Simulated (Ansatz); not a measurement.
One stationary structure of Ta. Space group Im-3m (No. 229), bcc (W type). These are PBEsol (plane waves to 420 eV, PAW, scalar-relativistic; Ansatz, a quantum-chemistry and plane-wave program) values and carry that method's errors.

```cif
data_Ta
_chemical_formula_sum 'Ta1'
_space_group_name_H-M_alt 'P 1'
_space_group_IT_number 1
_cell_length_a 2.84223
_cell_length_b 2.84223
_cell_length_c 2.84223
_cell_angle_alpha 109.471
_cell_angle_beta 109.471
_cell_angle_gamma 109.471
loop_
_space_group_symop_operation_xyz
  'x, y, z'
loop_
_atom_site_label
_atom_site_type_symbol
_atom_site_fract_x
_atom_site_fract_y
_atom_site_fract_z
_atom_site_occupancy
Ta1 Ta 0.00000 0.00000 0.00000 1
```

| Property | Value |
|---|---|
| Volume per atom | 17.67 Å³ |
| Band gap | no gap (metallic) |
| Shortest distances | Ta–Ta 2.84 Å |
| k-mesh | 20×20×20 |

Band energies at high-symmetry points (eV from the Fermi level; labels of this space group; no spin-orbit coupling), from −5 eV up to 3.8 eV:

```tsv
point	energies
Γ	0.74 0.74 0.74
H	-3.91 -3.91
N	-4.45 -1.59 1.72
P	-1.22 -1.22 -1.22
```

No spin polarisation in the result.

Measured for Ta: a 3.299 Å (static lattice; corrected from measurement; as listed in Daniel Mejia-Rodriguez, S. B. Trickey, Phys. Rev. B (2018)). Computed minus measured — a: PBEsol -0.5 %. The computed values are for a static lattice.

It was reached from a disturbed copy of a I4₁/amd (No. 141) cell (AFLOW prototype A_tI4_141_a (A5, as in Sn)), against which it lies -0.79 eV/atom.
